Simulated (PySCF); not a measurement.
Compound: C₃H₄N₂O.
SMILES: `N(/[H])=C(\OC)C#N`

Theory: PySCF 2.14.0, density-fitted response routines, TDDFT B3LYP/def2-SVPD, vertical, gas phase, core orbitals frozen in the response. One conformer (not necessarily the lowest) at the PBE0-D3(BJ)/def2-SVP geometry, without solvent, vibrations or thermal averaging. Torsions of this conformer, `[H]/[N:4]=[C:3](/[O:2][CH3:1])[C:5]#[N:6]`: C1–O2–C3–N4 0°.

Computed states:

| state | E (eV) | f |
| --- | --- | --- |
| S1 | 5.40 | 0.0026 |
| S2 | 6.22 | 0.081 |
| S3 | 6.80 | 0.0010 |
| S4 | 6.94 | 0.064 |
| S5 | 7.19 | 0.0028 |
| S6 | 7.43 | 0.0003 |
| S7 | 7.66 | 0.0063 |
| S8 | 7.72 | 0.012 |
| S9 | 7.87 | 0.071 |
| S10 | 7.99 | 0.0004 |

Each state is given a Gaussian of 0.5 eV full width at half maximum, with ε(max) = 2.175×10⁸ f / Δν̃ (Δν̃ the width in cm⁻¹). The width is an assumption, not a result. The curve ends short of the highest state used, and states not computed would add to its high-energy end.

Question: Give the broadened spectrum and its maxima.

Answer: 
```json
{"E (eV)": "4.65", "ε (L mol⁻¹ cm⁻¹)": "0"}
{"E (eV)": "4.73", "ε (L mol⁻¹ cm⁻¹)": "1"}
{"E (eV)": "4.81", "ε (L mol⁻¹ cm⁻¹)": "3"}
{"E (eV)": "4.89", "ε (L mol⁻¹ cm⁻¹)": "8"}
{"E (eV)": "4.97", "ε (L mol⁻¹ cm⁻¹)": "17"}
{"E (eV)": "5.04", "ε (L mol⁻¹ cm⁻¹)": "32"}
{"E (eV)": "5.12", "ε (L mol⁻¹ cm⁻¹)": "58"}
{"E (eV)": "5.20", "ε (L mol⁻¹ cm⁻¹)": "89"}
{"E (eV)": "5.28", "ε (L mol⁻¹ cm⁻¹)": "119"}
{"E (eV)": "5.36", "ε (L mol⁻¹ cm⁻¹)": "139"}
{"E (eV)": "5.44", "ε (L mol⁻¹ cm⁻¹)": "144"}
{"E (eV)": "5.51", "ε (L mol⁻¹ cm⁻¹)": "140"}
{"E (eV)": "5.59", "ε (L mol⁻¹ cm⁻¹)": "147"}
{"E (eV)": "5.67", "ε (L mol⁻¹ cm⁻¹)": "210"}
{"E (eV)": "5.75", "ε (L mol⁻¹ cm⁻¹)": "400"}
{"E (eV)": "5.83", "ε (L mol⁻¹ cm⁻¹)": "803"}
{"E (eV)": "5.90", "ε (L mol⁻¹ cm⁻¹)": "1379"}
{"E (eV)": "5.98", "ε (L mol⁻¹ cm⁻¹)": "2271"}
{"E (eV)": "6.06", "ε (L mol⁻¹ cm⁻¹)": "3258"}
{"E (eV)": "6.14", "ε (L mol⁻¹ cm⁻¹)": "4062"}
{"E (eV)": "6.22", "ε (L mol⁻¹ cm⁻¹)": "4401"}
{"E (eV)": "6.29", "ε (L mol⁻¹ cm⁻¹)": "4218"}
{"E (eV)": "6.37", "ε (L mol⁻¹ cm⁻¹)": "3567"}
{"E (eV)": "6.45", "ε (L mol⁻¹ cm⁻¹)": "2747"}
{"E (eV)": "6.53", "ε (L mol⁻¹ cm⁻¹)": "2114"}
{"E (eV)": "6.61", "ε (L mol⁻¹ cm⁻¹)": "1913"}
{"E (eV)": "6.69", "ε (L mol⁻¹ cm⁻¹)": "2180"}
{"E (eV)": "6.76", "ε (L mol⁻¹ cm⁻¹)": "2671"}
{"E (eV)": "6.84", "ε (L mol⁻¹ cm⁻¹)": "3262"}
{"E (eV)": "6.92", "ε (L mol⁻¹ cm⁻¹)": "3596"}
{"E (eV)": "7.00", "ε (L mol⁻¹ cm⁻¹)": "3494"}
{"E (eV)": "7.08", "ε (L mol⁻¹ cm⁻¹)": "2985"}
{"E (eV)": "7.15", "ε (L mol⁻¹ cm⁻¹)": "2359"}
{"E (eV)": "7.23", "ε (L mol⁻¹ cm⁻¹)": "1670"}
{"E (eV)": "7.31", "ε (L mol⁻¹ cm⁻¹)": "1215"}
{"E (eV)": "7.39", "ε (L mol⁻¹ cm⁻¹)": "1123"}
```

Maxima: 229 nm (5.43 eV), ε about 140, made up of S1 (97%) (hardly more than a shoulder); 199 nm (6.23 eV), ε about 4400, made up of S2 (100%); 179 nm (6.94 eV), ε about 3600, made up of S4 (96%) (ε in L mol⁻¹ cm⁻¹; maxima over ε = 5, shares over 10%). At its high-energy end, 7.39 eV, the curve is still rising (ε about 1100, from S4, S7, S8 and S9).

Question: What would ε be at 6.23 eV, the highest of these maxima, with half the width (0.25 eV)?

Answer: About 8770 L mol⁻¹ cm⁻¹ against 4400, a factor of about 1.99; a lone state at its own centre would give exactly 2.

Question: Coming from long wavelengths, where does ε first pass 100 L mol⁻¹ cm⁻¹?

Answer: At about 237 nm (5.23 eV), 0.18 eV below S1.

Question: On this curve, what absorbance would a 10⁻⁴ mol/L sample give at 254 nm over a 1 cm path?

Answer: 254 nm is 4.881 eV, where ε is about 6.8 L mol⁻¹ cm⁻¹, so A = ε c l ≈ 0.00068 (Beer–Lambert, with the gas-phase spectrum and the assumed width).

The vertical ionisation energy (ΔSCF) is 10.92 eV, 2.93 eV above S10.

On one thread of an Arm Neoverse V1, shared host, this took 68 s wall.
